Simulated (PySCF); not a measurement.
# F2S2 (Thio-thionyl fluoride): the cost of one run

The runs use PySCF 2.14.0, with density-fitted response routines of our own; the level of theory stands in each step. All values are computed, except where a source is named. Atoms count from 0, in the outputs and in this text.

## Step 1: The starting structure

4 atoms, charge 0, multiplicity 1; geometry from: MMFF94s. The atoms were then displaced at random by about 0.03 Å, so the start is not that level's minimum.

Bonds of the start (Å): F0–S1 1.66, S1–F2 1.63, S1–S3 1.99.

## Step 2: Relaxing the molecule at PBE0-D3(BJ)/def2-SVP

The job: settings as JSON, then the geometry in Å.

```
{"job": {"xc": "PBE0", "basis": "def2-SVP", "d3": "d3bj", "grid": 1, "shake": 0.03, "kind": "geom"}, "charge": 0, "multiplicity": 1}
F      1.501400    -0.038440    -0.248220
S      0.085170     0.170730     0.587280
F     -0.711120     1.273030    -0.312310
S     -0.792160    -1.495750    -0.057210
```

The run is started by

```
$ OMP_NUM_THREADS=1 python probes_run.py task.json out
```

This one command runs all jobs of the session in turn.

Q: Estimate the wall time and peak memory of this first job on 1 thread of AMD EPYC 9R14, shared host.

About 5.3 s, with a peak of 0.29 GiB.
